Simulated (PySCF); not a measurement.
Geometries of 2 isomers of C3H5N, from PBE0-D3(BJ)/def2-SVP geometry optimisation, gas phase (PySCF). One conformer each, no zero-point energy, no frequencies.

Question: Which is lower in electronic energy at this level?
A.
```xyz
9
angstrom
C      2.246   -0.382   -1.236
N      1.344    0.068   -0.636
C      0.233    0.576    0.079
C     -0.857   -0.467    0.265
H      0.592    0.942    1.054
H     -0.154    1.451   -0.467
H     -1.229   -0.822   -0.707
H     -1.698   -0.032    0.822
H     -0.477   -1.334    0.825
```
B.
```xyz
9
angstrom
N      1.337    0.123   -0.232
C      0.123    0.018    0.527
C     -1.160   -0.545   -0.015
C     -1.097    0.753    0.110
H      1.933   -0.688   -0.074
H      1.133    0.155   -1.229
H      0.348   -0.084    1.602
H     -1.723   -1.419   -0.341
H     -1.557    1.728   -0.044
```

Answer: A. That is `[C-]#[N+]CC` (ethyl isocyanide), 31.4 kcal/mol below the other.

```
     SMILES       atoms numbered as above      E (Eh)  relative (kcal/mol)  relative (kJ/mol)  dipole (D)
[C-]#[N+]CC   [C-:1]#[N+:2][CH2:3][CH3:4]  -171.70000                  0.0                0.0        3.95
    NC1C=C1  [NH2:1][CH:2]1[CH:3]=[CH:4]1  -171.64989                 31.4              131.6        1.42
```

As drawn, the higher has a three-membered ring and an N–H bond, which the lower lacks.
